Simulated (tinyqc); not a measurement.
Worked calculation: harmonic frequencies on the unrestricted B3LYP (VWN-RPA form)/sto-6g surface (energies and gradients from PySCF), for H2O+, spin multiplicity 2. One step of it, computed by the program tinyqc.

Task: One row of the Hessian: 1Oy. Displace 1Oy by +/-0.01 bohr; H(k, :) = (g(+) - g(-)) / (2 delta).

optimised positions (bohr), order 1O, 2H, 3H:
```
[[0.009471, 0.008787, -0.014721],
 [0.048873, 1.629706, 1.190056],
 [-0.098024, -1.585585, 1.220895]]
```

gradient at +delta (hartree/bohr), order 1O, 2H, 3H:
```
[[0.00023921, 0.00525919, 0.00004014],
 [-0.00006509, -0.00268653, -0.00201921],
 [-0.00017235, -0.00257432, 0.00197247]]
```

gradient at -delta (hartree/bohr), order 1O, 2H, 3H:
```
[[-0.00024062, -0.00527544, 0.00006382],
 [0.00006436, 0.00265481, 0.00196643],
 [0.00017742, 0.00261825, -0.00203658]]
```

Give: row of the Hessian.

Result:

row of the Hessian (hartree/bohr^2): [0.023991, 0.526732, -0.001184, -0.006473, -0.267067, -0.199282, -0.017488, -0.259628, 0.200453]
